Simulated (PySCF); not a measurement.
What an electron can do to BN

CCSD(T) in PySCF with def2-TZVPPD on every atom, for the lowest determinant that a PBE0 search found; no spin–orbit coupling.

```tsv
species	state (unpaired electrons)	Re (Å)	ωe (cm⁻¹)	energy of the minimum from the neutral (eV)	De (eV)	dissociates to
BN	triplet (σ ↑, π ↑)	1.333	1524	0.00	4.22	B + N
BN⁺	quartet (σ ↑, π ↑↑)	1.463	1018	11.20	1.23	B⁺ + N
```

Q: Work out the lowest energy to break BN into atoms, from its vibrational ground state.

A: D0 = De − ωe/2 = 4.22 − 0.09 = 4.13 eV (CCSD(T)/def2-TZVPPD).

Q: Work out the ionisation energy of the B atom at this level and the threshold of dissociative ionisation.

A: IE(B) = 11.20 + 1.23 − 4.22 = 8.21 eV, so B⁺ + N + e⁻ appears at D0 + IE(B) = 12.34 eV (CCSD(T)/def2-TZVPPD). The measured IE(B) is 8.298 eV (NIST ASD).

These are thermodynamic thresholds; the onsets seen under electron impact lie higher where the geometry changes, and cross-sections peak well above them.

Correlated steps freeze 2 core orbitals. For an ion De counts to the pair picked by the measured ionisation energies or electron affinities, which need not be the lowest pair at this level. The CCSD T1 diagnostic is raised in BN, a sign that a single reference may not be enough there. States were picked by a PBE0 search and need not be the measured ground states.
